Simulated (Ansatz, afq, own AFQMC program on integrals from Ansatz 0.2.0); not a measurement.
AFQMC on a folder of integrals that Ansatz 0.2.0 wrote.

```yaml
crystal:
  periodic: [false, false, false]
  atoms:
    - {symbol: Si, position_ang: [0.000000, 0.000000, 0.469659]}
    - {symbol: C, position_ang: [0.000000, 0.000000, -1.304890]}
    - {symbol: H, position_ang: [0.000000, 1.271280, 1.231239]}
    - {symbol: H, position_ang: [0.000000, -1.271280, 1.231239]}
basis:
  gaussian: {orbitals: cc-pVDZ}
magnetization: {spin_polarized: false}
correlation: {method: ccsd_t, electrons: outside_noble_gas, hamiltonian_folder: ham}
```

```sh
$ ansatz run in.yaml --threads 1 --pin off --events-out ev --progress --plain --max-ram 1382MiB
```

Options of the walk:

```
--method free --trial cisd --walkers 50 --time-step 0.05 --max-blocks 30 --target-error 0.00076 --factor-cut 1e-06 --seed 891 --times 0,0.05,0.1,0.15 --taylor-order 10
```

Times are imaginary, in 1/Eh. The walk had a cap of 90 s.

```
orbitals 36  electrons 5 5  factors 310 of 402
reference energy -327.74573419 Eh
CCSD correlation -0.23919331 Eh in 12 cycles, weight of the determinant in the CISD state 0.8412
repeat  energy at the last time / Eh  error
    10  -327.991760  0.002226
    20  -327.990331  0.001288
    30  -327.989642  0.000910
time / (1/Eh)  energy / Eh  error  mean overlap
  0.00  -327.985200  0.000743  1.1915
  0.05  -327.986807  0.000822  1.1903
  0.10  -327.988229  0.000908  1.1873
  0.15  -327.989642  0.000910  1.1750
energy -327.989642 +/- 0.000910 Eh
```

The run passed its tests (error under three times the target), which doesn't prove that it has relaxed.

Against this walk (error 24.8 meV) on the same determinant: CCSD(T) 147.1 meV lower, CCSDT(Q) 213.8 meV lower. The error is statistical, and a free projection of finite length keeps a remainder of its start.

A setting was made bad on purpose (projection too short), so the walk's energy isn't to be trusted.

Cautions: remainder of the start not in the error; error above the target (24.8 against 20.7 meV); higher spins were not checked; restricted determinant unstable towards unrestricted (UHF 551 meV lower, ⟨S²⟩ 1.12); strong correlation (T1 0.024, weight of the determinant 0.84, largest double 0.17); the time-step error isn't removed.

CCSDT and higher add their correlation energy to the determinant of the CCSD(T) run, since their own runs factorise the integrals more tightly (a shift of under 2 meV). A walk keeps the symmetry of its determinant, which the program's search chose and which needn't be the lowest solution, so a lower state of the same spin and another symmetry isn't excluded.
